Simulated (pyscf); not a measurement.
Elementary routes open to H₃Si–SeH (SMILES [SiH3][SeH]) + HCl (SMILES Cl) in the gas phase (singlet surface):
A. H₂Se (SMILES [SeH2]) + H₃Si–Cl (SMILES [SiH3]Cl) (Se–Si, Cl–H broken; H–Se, Cl–Si formed)
B. Cl–SiH₂–SeH (SMILES Cl[SiH2][SeH]) + H₂ (SMILES [H][H]) (H–Si, Cl–H broken; Cl–Si, H–H formed)

PySCF, gas phase, ωB97X-D3(BJ)/def2-SVP geometries.

### Question
Rank the routes by free-energy barrier at 900 K, lowest first, for ωB97M-D3(BJ)/def2-TZVP energies (ideal gas, 1 atm, RRHO with modes under 100 cm⁻¹ raised to 100, one conformer, R ln 2 for chiral ones without a mode under 150 cm⁻¹).

### Answer
A (58.7 kcal/mol), B (64.1 kcal/mol)

Route A is the fastest of these, ahead of the next by 5.4 kcal/mol. The most stable products are those of B (ΔG = -15.3 kcal/mol), whose barrier is 5.4 kcal/mol higher: the kinetic and the thermodynamic product differ. At 298 K A is still the fastest. A: On the reactant side the descent ends in a complex, 4.4 kcal/mol under the separated species and 31.7 kcal/mol under the saddle at ωB97X-D3(BJ)/def2-TZVP. Only these routes are compared; each barrier is that of the saddle found, and lower ones may exist. Elements up to Kr have no core potential and no relativistic terms here.
